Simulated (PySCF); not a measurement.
# Electron affinity of Si by level of theory

Si⁻ [Ne] 3s2 3p3 (4S) → Si [Ne] 3s2 3p2 (3P), as a difference of total energies. Calculation: PySCF 2.14, in dyall-acv3z; the non-relativistic Hamiltonian (point nucleus). Correlated levels: valence: [Ne] frozen; virtual orbitals above 40 to 60 times the deepest correlated orbital energy dropped. The calculations carry no spin-orbit coupling.

Q: Order these methods by the electron affinity they give, lowest first.
A. CCSD (valence)
B. SCS-MP2 (valence)
C. UHF
D. MP2 (valence)

A: C (0.848 eV), B (1.205 eV), A (1.324 eV), D (1.386 eV).

A first-order spin-orbit estimate (lowest level to lowest level, LS coupling) adds -0.016 eV.

Errors of the correlated levels include the incompleteness of this basis and the frozen core.

For comparison: 1.390 eV (measured; photodetachment measurements, as compiled on the Wikipedia data page of electron affinities).
